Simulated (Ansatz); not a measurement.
## Two structures, one formula

Two relaxed structures of C₂H₄Al (charge -1), closed shell (PBE0-D4/def2-TZVPD; forces vanish, vibrations not checked).

A:

| atom | x (Å) | y (Å) | z (Å) |
| --- | --- | --- | --- |
| C1 | -1.2944 | -0.3617 | -1.3540 |
| C2 | 1.1794 | 0.3286 | 1.2328 |
| Al3 | -0.0573 | -0.0213 | -0.0596 |
| H4 | -2.3556 | -0.4970 | -1.1487 |
| H5 | -1.0475 | -0.4530 | -2.4111 |
| H6 | 1.4463 | 1.3372 | 1.5465 |
| H7 | 1.7243 | -0.4461 | 1.7709 |

B:

```tsv
atom	x (Å)	y (Å)	z (Å)
C1	-0.7053	-0.2739	-1.1822
C2	-0.0142	-0.0854	-0.1977
Al3	1.1221	0.2241	1.4184
H4	0.2057	-0.0468	2.7455
H5	-1.3099	-0.4389	-2.0440
H6	1.6472	1.7724	1.3830
H7	2.3822	-0.8167	1.3620
```

Computed with Ansatz 0.2.0 (basis: def2-TZVPPD); correlated methods freeze the cores. B3LYP uses VWN-RPA correlation.

Question: Which structure is lower at CCSD(T), and by how much? (To be estimated.)

Answer: By the calculation: B, by 1.459 eV (electronic energy, against the other). By their contacts, A is C₂H₄Al ([CH2][Al][CH2]), total charge -1 and B is C₂H₄Al ([CH][C][AlH3]), total charge -1.

All methods give the same order:

```
   method  E(B) − E(A) (eV)
   PBE-D4            -1.088
r2SCAN-D4            -1.279
  PBE0-D4            -1.201
 B3LYP-D4            -1.413
  wB97M-V            -1.411
       HF            -2.090
      MP2            -1.364
     CCSD            -1.537
  CCSD(T)            -1.459
```

T1 diagnostic: at most 0.015.

Labels in which every atom is bracketed show which atoms are joined, not bond orders.

For scale, one of the runs: CCSD(T)/def2-TZVPPD, 190 basis functions, launched by `ansatz run in.yaml --threads 2 --pin off --events-out ev --progress --plain --max-ram 4352MiB`. Hardware: 2 CPU threads of an Intel Xeon Platinum 8488C, shared host. Wall time 23 s; peak host memory 1.9 GiB.
